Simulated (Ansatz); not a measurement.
**CPO (doublet): wave-function methods side by side at a displaced geometry (v1), cc-pVDZ**

One table from this session's results is given with a row withheld; the runs are named, their logs left out.

The runs use Ansatz 0.2.0, Gaussian basis; cc-pVDZ, core rule «outside noble gas», up to 7 orbitals frozen.

Plan: UHF; CCSD(T) on ROHF; CCSD(T) on UHF; BCCD(T) on ROHF; CISD as a restricted active space (open shells left free, so some higher excitations enter); CCSDT(Q) on ROHF; CCSDT(Q) on UHF.

16 further runs of the same task are left out: 4 that didn't finish, 12 set aside as unsound or not needed. Runs told in other sessions of the task aren't counted.

## The geometry

The geometry is a PBE0/def2-TZVP stationary point (not a proven minimum) with its atoms shifted at random (size 0.040 Å).

3 atoms, charge 0, spin multiplicity 2.

Atoms are counted from 1 here; the program's logs count them from 0.

Bond lengths: O1–C2 1.168 Å, C2–P3 1.700 Å. Angles: O1–C2–P3 176.8°.

Coordinates:

```xyz
3
charge 0, multiplicity 2
O    -0.01543   -0.00901    1.34474
C    -0.01627   -0.02515    0.17689
P     0.03170    0.03416   -1.52163
```

Set-up of the first run:

in.yaml

```yaml
crystal:
  periodic: [false, false, false]
  atoms:
    - {symbol: O, position_ang: [-0.015433, -0.009008, 1.344740]}
    - {symbol: C, position_ang: [-0.016266, -0.025151, 0.176887]}
    - {symbol: P, position_ang: [0.031698, 0.034159, -1.521627]}
basis:
  gaussian: {orbitals: cc-pVDZ}
magnetization: {spin_polarized: true, initial_magnetization: 1}
hamiltonian: {xc: hf}
output: {orbitals: {seedname: orbitals}}
```

The run is started by

```sh
> ansatz run in.yaml --threads 1 --pin off --events-out ev --progress --plain --max-ram 2393MiB
```

Steps of the session up to this table: UHF; CCSD(T) on ROHF; CCSD(T) on UHF; BCCD(T) on ROHF; CISD as a restricted active space (open shells left free, so some higher excitations enter); CCSDT(Q) on ROHF; CCSDT(Q) on UHF.

One of the session's tables, all rows but one given; the rest of the session is left out.

```
   method  from UCCSDT(Q) (meV)
     ROHF              +11956.0
      UHF              +11809.9
     RMP2                +950.1
     UMP2               +1031.1
     CISD               +1844.6
    RCCSD                +614.4
    UCCSD                +605.5
 RCCSD(T)                 +86.9
 UCCSD(T)                     ?
  BCCD(T)                 +82.5
   RCCSDT                 +58.1
   UCCSDT                 +57.5
RCCSDT(Q)                  +7.5
UCCSDT(Q)                     0
```

Estimate the missing values for UCCSD(T).

The run gave: from UCCSDT(Q) (meV): +91.9. In the column «from UCCSDT(Q) (meV)» it lies between RCCSD(T) (+86.9) and UCCSD (+605.5).

Caveats from the session: Restricted and unrestricted rows rest on different reference determinants; a gap between their highest levels can come from leftover correlation error, from unlike frozen cores or from another state.
